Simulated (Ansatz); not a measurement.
# C3H4FN: up Jacob's ladder to CCSD(T)

How much do the methods differ for C3H4FN? The plan is to run it at one geometry with functionals of several rungs and with coupled cluster. The yardstick is the atomisation energy at the CCSD(T) limit.

Program: Ansatz 0.2.0, Gaussian basis. Level of theory: functionals in def2-TZVPP, the program's frozen cores in correlated methods. These are calculated values, not measurements.

Plan: LDA (SPW92), PBE-D4, revPBE-D4, BLYP-D4, r2SCAN-D4, B97M-V, PBE0-D4, B3LYP-D4, r2SCANh-D4, r2SCAN0-D4, HSE06-D4, BHLYP-D4, CAM-B3LYP-D4, LC-ωPBE, ωB97X-V, ωB97M-V, B2PLYP, PBE-QIDH; CCSD(T)/def2-SVP; CCSD(T)/def2-TZVPP; MP2/def2-QZVPP; extrapolation to the limit; RPA on PBE.

### 1 The relaxed structure

An earlier PBE0-D4 in a triple-zeta def2 set relaxation fixed the geometry.

SMILES `FC1=CCN1`, 9 atoms, charge 0, spin multiplicity 1.

Atoms are counted from 1 here; the program's logs count them from 0.

Bond lengths: F1–C2 1.313 Å, C2–C3 1.333 Å, C2–N5 1.396 Å, C3–C4 1.512 Å, C3–H6 1.076 Å, C4–N5 1.502 Å, C4–H7 1.092 Å, C4–H8 1.092 Å, N5–H9 1.016 Å. Angles: F1–C2–C3 136.4°, F1–C2–N5 123.2°, C3–C2–N5 100.2°, C2–C3–C4 86.7°, C2–C3–H6 137.0°, C4–C3–H6 135.5°, C3–C4–N5 88.0°, C3–C4–H7 115.8°, C3–C4–H8 116.7°, N5–C4–H7 112.4°, N5–C4–H8 111.4°, H7–C4–H8 110.6°, C2–N5–C4 84.8°, C2–N5–H9 116.6°, C4–N5–H9 115.7°.

### 2 LDA

This LDA is Slater exchange with PW92 correlation.

in.yaml reads:

```yaml
crystal:
  periodic: [false, false, false]
  atoms:
    - {symbol: F, position_ang: [1.074144, 1.340369, 1.583277]}
    - {symbol: C, position_ang: [0.534787, 0.590024, 0.650269]}
    - {symbol: C, position_ang: [0.975088, -0.222702, -0.310138]}
    - {symbol: C, position_ang: [-0.478032, -0.458051, -0.654863]}
    - {symbol: N, position_ang: [-0.837821, 0.551724, 0.397609]}
    - {symbol: H, position_ang: [1.920401, -0.469545, -0.760237]}
    - {symbol: H, position_ang: [-0.865730, -1.453508, -0.427651]}
    - {symbol: H, position_ang: [-0.805149, -0.135829, -1.645116]}
    - {symbol: H, position_ang: [-1.429090, 0.211117, 1.149851]}
basis:
  gaussian: {orbitals: def2-TZVPP}
hamiltonian: {xc: lda}
output: {orbitals: {seedname: orbitals}}
```

On the command line:

```bash
ansatz run in.yaml --threads 2 --pin off --events-out ev --progress --plain --max-ram 4352MiB
```

The runs that follow: PBE-D4 (GGA); revPBE-D4 (GGA); BLYP-D4 (GGA); r2SCAN-D4 (meta-GGA); B97M-V (meta-GGA); PBE0-D4 (hybrid); B3LYP-D4 (hybrid); r2SCANh-D4 (hybrid); r2SCAN0-D4 (hybrid); HSE06-D4 (hybrid); BHLYP-D4 (hybrid); CAM-B3LYP-D4 (range-separated); LC-ωPBE (range-separated); ωB97X-V (range-separated); ωB97M-V (range-separated); B2PLYP (double hybrid); PBE-QIDH (double hybrid); CCSD(T) in def2-SVP; CCSD(T) in def2-TZVPP; MP2 in def2-QZVPP; RPA on PBE orbitals.

**Question.** What will the summary of the whole plan be? Wanted: atomisation energy, CCSD(T)/CBS; farthest beyond LDA; mean size of error, GGA; mean size of error, meta-GGA; mean size of error, hybrid; mean size of error, range-separated; mean size of error, double hybrid; gap, smallest and largest; T1 diagnostic.

The runs gave:

| quantity | value |
| --- | --- |
| atomisation energy, CCSD(T)/CBS | 3679.7 kJ/mol |
| functionals within 18.4 kJ/mol (0.5 %) | B3LYP-D4, r2SCANh-D4, PBE-QIDH |
| farthest beyond LDA | PBE-D4 (+182.2 kJ/mol) |
| mean size of error, GGA | 94.9 kJ/mol |
| mean size of error, meta-GGA | 23.3 kJ/mol |
| mean size of error, hybrid | 61.7 kJ/mol |
| mean size of error, range-separated | 33.5 kJ/mol |
| mean size of error, double hybrid | 14.4 kJ/mol |
| gap, smallest and largest | 5.24 eV (BLYP-D4), 12.47 eV (LC-ωPBE) |
| T1 diagnostic | 0.0122 |
| triples share of the correlation energy | 4.1 % |

What this shows: LDA overbinds by 700.3 kJ/mol (19 %). PBE-D4 misses by +182.2 kJ/mol. Double hybrids carry the basis error of their MP2 part in triple zeta, and no dispersion term here, so their miss is partly the set-up's. Taken by rung, double hybrid functionals do best (14.4 kJ/mol on average) and GGA ones worst beyond LDA (94.9 kJ/mol). The gap between the best rungs is small, so their order is not settled. The reference freezes the cores and leaves out relativity and excitations past (T), so misses under about 18.4 kJ/mol can't be ranked. Hartree-Fock recovers 68 % of the binding; the rest is correlation. CCSD(T) in def2-SVP is off by -183.2 kJ/mol, so the small basis spoils what the method gains. The gap grows from 5.2 to 12.5 eV across the functionals, mostly with the share of exact exchange.
